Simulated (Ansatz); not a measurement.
Property card for SiO2

These are results of DFT LDA, scalar-relativistic, plane waves, PAW (Ansatz), not measurements.

Settings: cutoff 420 eV, Γ-centred mesh 6×6×4 on the computed 12-atom cell, Gaussian smearing of 0.02 eV; no spin polarisation.

The structure is relaxed at this level of theory with its symmetry kept. This form isn't the usual stable structure of the compound.

The structure is tetragonal, space group P4_32_12 (No. 96). Conventional cell: a = 4.941 Å, b = 4.941 Å, c = 6.860 Å, α = 90.00°, β = 90.00°, γ = 90.00°. Around Si (site symmetry 2) lie 4 O at 1.61 Å. O (site symmetry 1) is surrounded by 2 Si at 1.61 Å.

| Property | Result |
| --- | --- |
| Volume per atom | 94.2 bohr³ |
| Formation energy from the elements' standard states (uncorrected) | -3.111 eV/atom |
| Kohn–Sham band gap | 5.56 eV, direct at Γ |
| Löwdin character of the top 1 eV of the valence band | O 2p 96 % |
| Löwdin character of the lowest 1 eV of the conduction band | Si 3s 38 %, O 2s 20 %, Si 3p 16 %, unprojected 20 % |
| Electron masses at the edge by Cartesian direction of the standard setting (m_e; degenerate bands sorted by energy; no spin-orbit coupling) | x: 0.54; y: 0.54; z: 0.53 |
| Hole masses at the edge by Cartesian direction of the standard setting (m_e; degenerate bands sorted by energy; no spin-orbit coupling) | x: 2.1; y: 2.1; z: 1.9 |
| Bulk modulus | 11.2 GPa |
| Its pressure derivative | 3.4 |

Cost: 8 runs of about 42 core-minutes in all, on AMD EPYC (Zen 3) (shared hosts).